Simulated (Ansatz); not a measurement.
Results of PBE-D3(BJ) (plane waves, PAW; Ansatz, a quantum-chemistry and plane-wave program) for 1T (CdI2-type) ZrSe₂.

Run with plane-wave cutoff 500 eV, 12×12×6 k mesh (along the axes of the cell as run), Fermi–Dirac smearing 0.05 eV, scalar-relativistic PAW data made under PBE.

Computed at the level's own relaxed cell.

Give the computed volume per atom, lattice parameter a and lattice parameter c.


- volume per atom = 24.29 Å³/atom
- lattice parameter a = 3.735 Å
- lattice parameter c = 6.031 Å

Measured, for comparison: lattice constant a 3.77 Å (temperature not stated, not corrected to a static lattice; as tabulated in Björkman (2014), arXiv:1406.2436); lattice parameter c 6.122 Å (temperature not stated, zero-point anharmonic expansion removed (computed with revB86b-DF2); no thermal correction; as tabulated in Björkman (2014), arXiv:1406.2436). Computed (rounded) less measured: lattice constant a -0.9 %, lattice parameter c -1.5 %. A static lattice is as a rule a little smaller and stiffer than an uncorrected measurement, which narrows the difference in the lattice constant a and would widen misses of the other sign.

Static lattice: no zero-point or thermal effects.

Computing time: about 70 core-seconds (a rough figure).
